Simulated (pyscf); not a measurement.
9 group-13 steps of one kind (addition across a multiple bond or ene-type step, closed-shell): reaction energy in kcal/mol, from the separated reactants or the lowest minimum found. PySCF, gas phase, ωB97X-D3(BJ)/def2-SVP geometries. MP2 and CC: frozen core, UHF for open shells. ΔMP2 is the change of the MP2 total energy from the triple- to the quadruple-zeta basis. Functionals in def2-TZVP; the last column is CCSD(T)/def2-TZVPP + ΔMP2(QZVPP). Rows were drawn at random from the steps of this kind and element class whose saddle was verified and whose references are stable, among light species with clean single-reference diagnostics.

```json
[
 {"step": "HAl=PH + SiH₄ → H₃Si–AlH–PH₂", "PBE": "-34.5", "r²SCAN": "-35.8", "M06-2X": "-33.7", "CCSD(T)": "-34.6"},
 {"step": "HB=O + HF -> HO–BH–F", "PBE": "-48.0", "r²SCAN": "-51.4", "M06-2X": "-52.3", "CCSD(T)": "-46.6"},
 {"step": "HB=NH + CH₄ → H₃C–BH–NH₂", "PBE": "[?]", "r²SCAN": "-34.5", "M06-2X": "-33.6", "CCSD(T)": "-32.2"},
 {"step": "HB=O + HCl → HO–BH–Cl", "PBE": "-34.8", "r²SCAN": "-37.2", "M06-2X": "-37.7", "CCSD(T)": "-33.6"},
 {"step": "HB=NH + SiH₄ -> H₂N–BH–SiH₃", "PBE": "-31.5", "r²SCAN": "-31.8", "M06-2X": "-29.8", "CCSD(T)": "-29.0"},
 {"step": "HB=NH + SiH₄ → H₂B–NH–SiH₃", "PBE": "-39.9", "r²SCAN": "-43.1", "M06-2X": "-44.9", "CCSD(T)": "-41.9"},
 {"step": "H₂B–F + H₂C=CH₂ → H₃C–CH₂–BH–F", "PBE": "[?]", "r²SCAN": "-39.6", "M06-2X": "-37.7", "CCSD(T)": "-36.2"},
 {"step": "HB=NH + HF -> H₂N–BH–F", "PBE": "-67.2", "r²SCAN": "-70.5", "M06-2X": "-69.4", "CCSD(T)": "-64.6"},
 {"step": "HB=O + H₂C=CH₂ → H₂C=CH–BH–OH", "PBE": "-15.8", "r²SCAN": "-17.6", "M06-2X": "-17.8", "CCSD(T)": "-15.6"}
]
```

### Question
Complete the blanks.

### Answer

- HB=NH + CH₄ → H₃C–BH–NH₂, PBE: -33.0
- H₂B–F + H₂C=CH₂ → H₃C–CH₂–BH–F, PBE: -38.0

Differences from the last column (kcal/mol): PBE: mean -1.0, median -1.2, mean size 1.4, lower in 7 of 9; r²SCAN: mean -3.0, median -2.8, mean size 3.0, lower in 9 of 9; M06-2X: mean -2.5, median -2.2, mean size 2.7, lower in 8 of 9. PBE is closest for row 1 (0.0 kcal/mol apart) and farthest for row 8 (2.6 kcal/mol). PBE, r²SCAN and M06-2X carry no added dispersion term. The last column is a level with limits of its own. The CCSD(T) − MP2 part came from Ansatz, without density fitting, on the same reference.
